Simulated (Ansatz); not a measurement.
**Antiferromagnetic bcc Cr**

The numbers are results of PBE (Ansatz, an electronic-structure program, plane waves, PAW), not measurements.

Numerical settings: plane-wave cutoff 520 eV, 22×22×22 k mesh, Fermi–Dirac smearing 0.048 eV (set by the program), spin-polarised with opposed moments, scalar-relativistic PAW data made under PBE.

Cell: measured lattice: a = b = c = 2.885 Å, α = β = γ = 90.00°.

```yaml
elastic constant C11: 396 GPa
elastic constant C12: 39.9 GPa
elastic constant C44: 90.2 GPa
Voigt–Reuss–Hill bulk modulus: 159 GPa
Voigt–Reuss–Hill shear modulus (Hill average): 119 GPa
young_modulus: 285 GPa
poisson_ratio: 0.200
```

Measured, for comparison: elastic constant C11 394 GPa, elastic constant C12 88 GPa, elastic constant C44 104 GPa (4 K, zero-point motion not removed; as tabulated in Bienvenu et al. (2020), arXiv:2105.09651). Computed (rounded) less measured: elastic constant C11 +0.5 %, elastic constant C12 -55 %, elastic constant C44 -13 %.

Note: shear constants of such metals converge slowly with the k mesh; the commensurate order stands in for chromium's spin-density wave, and the size of the moments varies much between levels; the collinear magnetic order is the start's and need not be the measured one; the cell isn't this level's own, so it is under some stress, which shifts stiffness and frequencies.

Elastic constants are with the ions relaxed.

The result took very roughly 12 core-minutes.
